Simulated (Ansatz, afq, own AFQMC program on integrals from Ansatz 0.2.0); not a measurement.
**Where AFQMC and coupled cluster stand for SiH2, triplet**

```xyz
3

Si    0.0000   -0.0507    0.0000
H     0.0000    0.7069   -1.2784
H     0.0000    0.7069    1.2784
```

Basis cc-pVDZ. Only valence electrons are correlated. Ansatz 0.2.0 and our own AFQMC program on the same integrals; the CISD trial comes from CCSD amplitudes, and released means the phaseless constraint is let go. Free AFQMC starts from the CCSD state and is never constrained. Its projection time is finite, and what remains of the start isn't in its error. Error bars are statistical, one sigma.

Determinant: UHF, the one that the program's search chose, which needn't be the lowest solution. The geometry is a point of a scan.

Full CI on the same integrals is exact in this basis and with this determinant's frozen core.

Cautions: lower spins were not checked.

The T1 diagnostic is 0.0149. The weight of the determinant in the CISD state is 0.938, the ⟨S²⟩ of the determinant is 2.006 and the size of the correlated space is 6 electrons in 23 orbitals.

Reference: full CI, correlation energy -2.637 eV. The released energy is read at 2.40 1/Eh (meV from the phaseless value at times in 1/Eh: -1.5 ± 0.9 at 0.24, -2.4 ± 0.8 at 0.51, -2.9 ± 0.4 at 0.99, -4.2 ± 0.5 at 1.62, -4.7 ± 0.6 at 2.40).

```
         level  E − E(reference) (kcal/mol)  share of correlation (%)
            HF                        60.80                      0.00
           MP2                        15.35                     74.76
          CCSD                         1.56                     97.43
       CCSD(T)                         0.40                     99.34
         CCSDT                         0.03                     99.96
      CCSDT(Q)                         0.00                     99.99
        CCSDTQ                         0.00                    100.00
   ph-AFQMC/HF                 -0.12 ± 0.28                    100.20
 ph-AFQMC/CISD                  0.09 ± 0.02                     99.85
released AFQMC                 -0.02 ± 0.01                    100.03
    free AFQMC                 -0.03 ± 0.02                    100.06
```

CCSDT and higher add their correlation energy to the determinant of the CCSD(T) run, since their own runs factorise the integrals more tightly (a shift of under 2 meV). Free projections are given only where their last times agree within the noise and don't stop above the reference; a slow remainder of the start can still hide under it. A walk keeps the symmetry of its determinant, which the program's search chose and which needn't be the lowest solution, so a lower state of the same spin and another symmetry isn't excluded. Released energies are given only where the last usable release times agree within the noise; a slower fall can still hide under it.
